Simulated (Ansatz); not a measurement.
Base system: Ge in the diamond structure (space group Fd-3m, No. 227; a = 5.762 Å).

Method: PBE in Ansatz (plane waves to 420 eV, PAW, no SOC).

One thing is altered: full substitution Ge → Sn, then cell and atoms are relaxed.

Measured lattice parameter a: Ge 5.644 Å (static lattice; corrected from measurement; as listed in Daniel Mejia-Rodriguez, S. B. Trickey, Phys. Rev. B (2018)); Sn 6.477 Å (static lattice; corrected from measurement; as listed in Daniel Mejia-Rodriguez, S. B. Trickey, Phys. Rev. B (2018)).

Q: How well does PBE reproduce the measured shift?

A: With PBE the lattice parameter a moves by +0.894 Å (5.762 → 6.656) against +0.833 Å measured.

Whether these cells are dynamically stable was not tested.

Ansatz is a program for electronic structure.
